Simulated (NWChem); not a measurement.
System: CHO, doublet; SMILES [CH]=O

Parts of the log:

```
             Northwest Computational Chemistry Package (NWChem) 7.3.0
             --------------------------------------------------------

 CS  symmetry detected

                             Geometry "geometry" -> ""
                             -------------------------

 Output coordinates in angstroms (scale by  1.889725989 to convert to a.u.)

  No.       Tag          Charge          X              Y              Z
 ---- ---------------- ---------- -------------- -------------- --------------
    1 C                    6.0000     0.13075400     0.57834846     0.00000000
    2 O                    8.0000    -0.00531778    -0.59954664     0.00000000
    3 H                    1.0000    -0.74198176     1.32628234     0.00000000

 Effective nuclear repulsion energy (a.u.)      26.2374210055

      Symmetry information
      --------------------

 Group name             Cs
 Group number              2
 Group order               2
 No. of unique centers     3

                                 NWChem DFT Module
                                 -----------------

 Summary of "ao basis" -> "ao basis" (spherical)
 ------------------------------------------------------------------------------
       Tag                 Description            Shells   Functions and Types
 ---------------- ------------------------------  ------  ---------------------
 C                           6-31g*                  6       14   3s2p1d
 O                           6-31g*                  6       14   3s2p1d
 H                           6-31g*                  2        2   2s

      Symmetry analysis of basis
      --------------------------

        a'         22
        a"          8

            General Information
            -------------------
          SCF calculation type: DFT
          Wavefunction type:  spin polarized.
          No. of atoms     :     3
          No. of electrons :    15
           Alpha electrons :     8
            Beta electrons :     7
          Charge           :     0
          Spin multiplicity:     2
          Use of symmetry is: on ; symmetry adaption is: on
          Maximum number of iterations: 150
          AO basis - number of functions:    30
                     number of shells:    14
          Convergence on energy requested:  1.00D-06
          Convergence on density requested:  1.00D-05
          Convergence on gradient requested:  5.00D-04

              XC Information
              --------------
                         PBE0 Method XC Functional
                     Hartree-Fock (Exact) Exchange  0.250
          PerdewBurkeErnzerhof Exchange Functional  0.750
            Perdew 1991 LDA Correlation Functional  1.000 local
           PerdewBurkeErnz. Correlation Functional  1.000 non-local

             Grid Information
             ----------------
          Grid used for XC integration:  medium
          Radial quadrature: Mura-Knowles
          Angular quadrature: Lebedev.
          Tag              B.-S. Rad. Rad. Pts. Rad. Cut. Ang. Pts.
          ---              ---------- --------- --------- ---------
          C                   0.70       49           6.0       434
          O                   0.60       49           7.0       434
          H                   0.35       45           6.0       434
          Grid pruning is: on
          Number of quadrature shells:   143
          Spatial weights used:  Erf1

      Superposition of Atomic Density Guess
      -------------------------------------

 Sum of atomic energies:        -112.91283892

      Non-variational initial energy
      ------------------------------

 Total energy =    -113.385821
 1-e energy   =    -205.742507
 2-e energy   =      66.119265
 HOMO         =      -0.110135
 LUMO         =       0.009948

   Symmetry analysis of molecular orbitals - initial alpha
   -------------------------------------------------------

  Numbering of irreducible representations:

     1 a'          2 a"

  Orbital symmetries:

     1 a'          2 a'          3 a'          4 a'          5 a'
     6 a"          7 a'          8 a'          9 a"         10 a'
    11 a'         12 a"         13 a'         14 a'         15 a'
    16 a'         17 a'         18 a"

   Symmetry analysis of molecular orbitals - initial beta
   ------------------------------------------------------

  Numbering of irreducible representations:

     1 a'          2 a"

  Orbital symmetries:

     1 a'          2 a'          3 a'          4 a'          5 a'
     6 a"          7 a'          8 a'          9 a"         10 a'
    11 a'         12 a"         13 a'         14 a'         15 a'
    16 a'         17 a'         18 a"

     ---------------------------------------------
      Total Density - Mulliken Population Analysis
     ---------------------------------------------

    Atom       Charge   Shell Charges
 -----------   ------   -------------------------------------------------------
    1 C    6     5.53   2.00  0.74  1.37  0.75  0.61  0.06
    2 O    8     8.64   2.00  0.96  3.01  0.90  1.76  0.02
    3 H    1     0.83   0.43  0.40

     --------------------------------------------
      Spin Density - Mulliken Population Analysis
     --------------------------------------------

    Atom       Charge   Shell Charges
 -----------   ------   -------------------------------------------------------
    1 C    6     0.63   0.00  0.04  0.26  0.13  0.21  0.01
    2 O    8     0.19   0.00  0.00  0.14 -0.00  0.04  0.00
    3 H    1     0.18   0.08  0.10

   convergence    iter        energy       DeltaE   RMS-Dens  Diis-err
 ---------------- ----- ----------------- --------- --------- ---------
 d= 0,ls=0.0,diis     1   -113.6443568585 -1.40D+02  1.93D-02  1.41D-01
                                                     1.75D-02  1.43D-01
 d= 0,ls=0.0,diis     2   -113.4036093339  2.41D-01  1.32D-02  7.88D-01
                                                     1.20D-02  7.73D-01
 d= 0,ls=0.0,diis     3   -113.7173331082 -3.14D-01  1.28D-03  2.84D-03
                                                     1.21D-03  2.88D-03
 d= 0,ls=0.0,diis     4   -113.7184457615 -1.11D-03  1.04D-03  3.92D-04
                                                     3.22D-04  2.67D-04
 d= 0,ls=0.0,diis     5   -113.7186227673 -1.77D-04  8.06D-05  5.86D-06
                                                     1.11D-04  1.24D-05
  Resetting Diis
 d= 0,ls=0.0,diis     6   -113.7186308418 -8.07D-06  7.68D-05  9.43D-07
                                                     2.88D-05  2.41D-07
 d= 0,ls=0.0,diis     7   -113.7186317588 -9.17D-07  1.50D-05  9.37D-08
                                                     1.03D-05  3.91D-08
 d= 0,ls=0.0,diis     8   -113.7186319118 -1.53D-07  5.70D-06  1.08D-08
                                                     9.64D-06  4.48D-08

         Total DFT energy =     -113.718631911781
      One electron energy =     -206.589139963352
           Coulomb energy =       80.779242378443
    Exchange-Corr. energy =      -14.146155332368
 Nuclear repulsion energy =       26.237421005496

 Numeric. integr. density =       14.999999353674

                  Occupations of the irreducible representations
                  ----------------------------------------------

                     irrep           alpha         beta
                     --------     --------     --------
                     a'                7.0          6.0
                     a"                1.0          1.0

                    DFT Final Alpha Molecular Orbital Analysis
                    ------------------------------------------

 Vector    6  Occ=1.000000D+00  E=-4.490996D-01  Symmetry=a'
              MO Center=  1.9D-01, -8.5D-02,  4.3D-15, r^2= 1.1D+00
   Bfn.  Coefficient  Atom+Function         Bfn.  Coefficient  Atom+Function
  ----- ------------  ---------------      ----- ------------  ---------------
    17      0.406205  2 O  px                18     -0.326755  2 O  py
     4      0.268801  1 C  py                 3      0.264389  1 C  px
    21      0.243785  2 O  px                 6      0.201422  1 C  s
    22     -0.173892  2 O  py                 7      0.133648  1 C  px
    20      0.126108  2 O  s                  2      0.088103  1 C  s

 Vector    7  Occ=1.000000D+00  E=-4.417455D-01  Symmetry=a"
              MO Center=  3.5D-02, -2.4D-01, -5.9D-15, r^2= 8.7D-01
   Bfn.  Coefficient  Atom+Function         Bfn.  Coefficient  Atom+Function
  ----- ------------  ---------------      ----- ------------  ---------------
    19      0.536929  2 O  pz                 5      0.336278  1 C  pz
    23      0.330937  2 O  pz                 9      0.170108  1 C  pz
    25      0.034479  2 O  d -1              11     -0.032051  1 C  d -1

 Vector    8  Occ=1.000000D+00  E=-2.287587D-01  Symmetry=a'
              MO Center=  1.0D-01,  4.3D-01, -8.9D-18, r^2= 1.6D+00
   Bfn.  Coefficient  Atom+Function         Bfn.  Coefficient  Atom+Function
  ----- ------------  ---------------      ----- ------------  ---------------
     6      0.499374  1 C  s                 17     -0.433199  2 O  px
     3      0.393064  1 C  px                30     -0.381012  3 H  s
    21     -0.356885  2 O  px                 7      0.259141  1 C  px
    29     -0.219295  3 H  s                  8      0.141380  1 C  py
     2      0.135956  1 C  s                  4      0.136034  1 C  py

[...]

                         DFT ENERGY GRADIENTS

    atom               coordinates                        gradient
                 x          y          z           x          y          z
   1 C       0.247089   1.092920   0.000000    0.009305   0.007707   0.000000
   2 O      -0.010049  -1.132979   0.000000   -0.001171  -0.015519   0.000000
   3 H      -1.402142   2.506310   0.000000   -0.008134   0.007813   0.000000
```

Level: PBE0/6-31G* (spherical d), spin-unrestricted. In the optimisation the excess spin sits in a' (Cs, its own frame). Coordinates come from a PBE-D3(BJ)/def2-SVP, spin-unrestricted optimisation. No stability test was run on the SCF state.

Write an input that gives this output.

One answer among several that fit: the input that was run:
```
start job
memory heap 200 mb stack 900 mb global 1100 mb
geometry units angstroms noautoz
  C      0.151967     0.570635     0.000000
  O     -0.013773    -0.603453     0.000000
  H     -0.701625     1.340345     0.000000
end
basis spherical
  * library 6-31g*
end
dft
  odft
  mult 2
  xc pbe0
  iterations 150
  mulliken
end
task dft gradient
```
